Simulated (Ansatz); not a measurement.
# AlCl₂ (doublet): from Hartree-Fock to the top rungs at a displaced geometry (v1), cc-pVDZ

An exercise on one series of results from a longer session: the logs are not shown, and one member is left open.

The runs use Ansatz 0.2.0, Gaussian basis; cc-pVDZ, core rule «outside noble gas», up to 15 orbitals frozen.

The runs, in order: UHF; CCSD(T) on ROHF; CCSD(T) on UHF; BCCD(T) on ROHF; CISD as a restricted active space (open shells left free, so some higher excitations enter); CCSDT(Q) on ROHF; CCSDT(Q) on UHF.

29 further runs of the same task are left out: 12 for a known fault of the program, 5 that didn't finish, 12 set aside as unsound or not needed. Runs told in other sessions of the task aren't counted.

## The geometry

The geometry is a PBE0/def2-TZVP stationary point (not a proven minimum) with its atoms shifted at random (size 0.040 Å).

3 atoms, charge 0, spin multiplicity 2.

Atoms are counted from 1 here; the program's logs count them from 0.

Bond lengths: Al1–Cl2 2.104 Å, Al1–Cl3 2.080 Å. Angles: Cl2–Al1–Cl3 117.7°.

The first run:

in.yaml

```yaml
crystal:
  periodic: [false, false, false]
  atoms:
    - {symbol: Al, position_ang: [-0.016768, -0.783174, 0.023513]}
    - {symbol: Cl, position_ang: [-0.017601, 0.268363, -1.798979]}
    - {symbol: Cl, position_ang: [0.030363, 0.327673, 1.781084]}
basis:
  gaussian: {orbitals: cc-pVDZ}
magnetization: {spin_polarized: true, initial_magnetization: 1}
hamiltonian: {xc: hf}
output: {orbitals: {seedname: orbitals}}
```

Command:

```bash
> ansatz run in.yaml --threads 1 --pin off --events-out ev --progress --plain --max-ram 2393MiB
```

Steps of the session up to this table: UHF; CCSD(T) on ROHF; CCSD(T) on UHF; BCCD(T) on ROHF; CISD as a restricted active space (open shells left free, so some higher excitations enter); CCSDT(Q) on ROHF; CCSDT(Q) on UHF.

One of the session's tables, all rows but one given; the rest of the session is left out.

It belongs to the step «Misses and costs». 

| method | from UCCSDT(Q) (meV) |
| --- | --- |
| ROHF | +9293.0 |
| UHF | +9269.9 |
| RMP2 | +963.9 |
| UMP2 | +957.5 |
| CISD | +1124.5 |
| RCCSD | +239.1 |
| UCCSD | +238.3 |
| RCCSD(T) | +41.2 |
| UCCSD(T) | +40.7 |
| BCCD(T) | +40.1 |
| RCCSDT | +20.5 |
| UCCSDT | +20.1 |
| RCCSDT(Q) | ? |
| UCCSDT(Q) | 0 |

**Question.** Estimate the row for RCCSDT(Q).

The run gave: from UCCSDT(Q) (meV): +1.8. In the column «from UCCSDT(Q) (meV)» it lies between UCCSDT(Q) (0) and UCCSDT (+20.1).

Caveats from the session: Restricted and unrestricted rows rest on different reference determinants; a gap between their highest levels can come from leftover correlation error, from unlike frozen cores or from another state.
